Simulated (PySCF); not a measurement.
Species: trichloroethylene, C2HCl3.
Cartesian coordinates in Å at the GFN2-xTB level; atoms count from 1:
```xyz
6
C2HCl3 angstrom
Cl     1.8893    0.9865   -0.0188
C      0.6902   -0.2295   -0.0288
C     -0.6099    0.0505    0.0135
Cl    -1.2401    1.6417    0.0830
Cl    -1.7813   -1.2045    0.0022
H      1.0550   -1.2428   -0.0726
```

Method used: TDDFT CAM-B3LYP/def2-SVPD, vertical, gas phase, core orbitals frozen in the response (PySCF 2.14.0, density-fitted response routines).

Ground-to-excited transition dipoles (e·a0, same axes as the geometry; the sign carries no meaning), for the states with f of 0.002 or more among the lowest 8:

```json
{"state": "S2", "E (hartree)": "0.2269", "μx": "1.525", "μy": "0.059", "μz": "-0.038"}
{"state": "S4", "E (hartree)": "0.2581", "μx": "-0.004", "μy": "0.005", "μz": "-0.147"}
{"state": "S5", "E (hartree)": "0.2581", "μx": "-0.003", "μy": "0.003", "μz": "-0.108"}
{"state": "S7", "E (hartree)": "0.2820", "μx": "0.027", "μy": "0.137", "μz": "0.005"}
{"state": "S8", "E (hartree)": "0.2826", "μx": "0.009", "μy": "-0.012", "μz": "0.317"}
```

(1) Work out the oscillator strengths.

(2) What is the point group, and which symmetry does each of these states have?

(3) Which bond between heavy atoms lies closest to the direction of the S2 transition dipole?

(4) What angle do the transition dipoles of S2 and S8 make?

(5) How is the summed strength of these states shared among x, y and z?

(6) What peak molar absorption coefficient would the strongest computed level give as a lone Gaussian band 0.3 eV wide at half height?

Answers

(1) f = (2/3) ΔE |μ|² with ΔE in hartree (27.2114 eV).

| state | \|μ\|² (au) | \|μ\| (D) | f |
| --- | --- | --- | --- |
| S2 | 2.330 | 3.88 | 0.352 |
| S4 | 0.022 | 0.37 | 0.004 |
| S5 | 0.012 | 0.28 | 0.002 |
| S7 | 0.019 | 0.35 | 0.004 |
| S8 | 0.101 | 0.81 | 0.019 |

(2) Cs. From a totally symmetric ground state, an allowed state transforms like the component of the dipole operator along its μ. Polarised normal to the mirror plane, so A″: S4, S5 and S8. Polarised in the mirror plane, so A′: S2 and S7.

(3) C2–C3, at 14° from it; next Cl1–C2 at 43°.

(4) |cos θ| = |μa·μb| / (|μa| |μb|) = 0.00, so θ ≈ 90° (taken between 0 and 90°, since the signs are arbitrary).

(5) (2/3) Σ ΔE μα² gives 0.352 for x, 0.004 for y and 0.025 for z, 0.381 in all.

(6) ε(max) = 2.175×10⁸ f / FWHM, with the width in cm⁻¹. S2: 2.175×10⁸ × 0.3523 / 2420 ≈ 32000 L mol⁻¹ cm⁻¹.
